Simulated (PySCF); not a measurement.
# Al: electron affinity

Al⁻ [Ne] 3s2 3p2 (3P) → Al [Ne] 3s2 3p1 (2P), as a difference of total energies. Computed with PySCF 2.14 in aug-cc-pwCVTZ, with the non-relativistic Hamiltonian (point nucleus). Correlated levels: valence and next inner shell: 1s2 frozen. The calculations carry no spin-orbit coupling.

| method | electron affinity (eV) | error (eV) |
| --- | --- | --- |
| UHF | 0.016 | -0.417 |
| MP2 (valence and next inner shell) | 0.348 | -0.085 |
| SCS-MP2 (valence and next inner shell) | 0.251 | -0.182 |
| CCSD (valence and next inner shell) | 0.361 | -0.072 |
| CCSD(T) (valence and next inner shell) | 0.408 | -0.025 |

Reference: 0.433 eV (measured; photodetachment measurements, as compiled on the Wikipedia data page of electron affinities).

Errors of the correlated levels include the incompleteness of this basis and the frozen core.
